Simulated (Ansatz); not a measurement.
Geometry optimisation, UKS r2SCANh-D4/def2-SVP (Ansatz).

The input (input.yaml):

```yaml
crystal:
  periodic: [false, false, false]
  atoms:
    - { symbol: Al, position_ang: [0.0, 0.0, 0.0] }
    - { symbol: Cl, position_ang: [0.0, 0.0, 2.48] }
    - { symbol: H, position_ang: [1.351, 0.0, -0.78] }
    - { symbol: H, position_ang: [-1.351, 0.0, -0.78] }
    - { symbol: H, position_ang: [0.0, 0.0, 4.15] }
magnetization:
  spin_polarized: true
  initial_magnetization: 1
basis:
  gaussian: { orbitals: def2-SVP }
hamiltonian:
  xc: r2scanh
  dispersion: d4
relax:
  f_tol: 0.15
  max_steps: 25
  restrain:
    - { distance: [1, 4], at: 2.57, k: 30.0 }
    - { distance: [0, 1], at: 2.23, k: 30.0 }
```

Launched with:

```bash
$ ansatz run input.yaml --threads 1 --pin off --max-ram 2048MiB --backend cpu --events-out ev --progress --plain --runs-dir out
```

**Question.** Where does it end, and by what steps?

**Answer.** It converged. The restraints hold the end off the free minimum. After 4 steps the energy has fallen by 0.866 eV (the restraints' own energy left out); H5 moved furthest, 0.52 Å.

| step | energy less start (eV) | largest force component (eV/Å) | accepted |
| --- | --- | --- | --- |
| 0 | 0.0000 | 1.749 | yes |
| 1 | -0.5873 | 2.190 | yes |
| 2 | -0.7837 | 1.580 | yes |
| 3 | -0.8592 | 1.280 | yes |
| 4 | -0.8660 | 1.215 | yes |

```xyz
5
Properties=species:S:1:pos:R:3
Al 0.002 0.000 -0.093
Cl 0.009 -0.001 2.099
H 1.395 0.000 -0.809
H -1.397 0.000 -0.799
H -0.008 0.000 4.672
```

The run took 12 s on 1 thread of Intel(R) Xeon(R) Platinum 8488C (Sapphire Rapids) (shared host), peak memory 0.16 GiB.
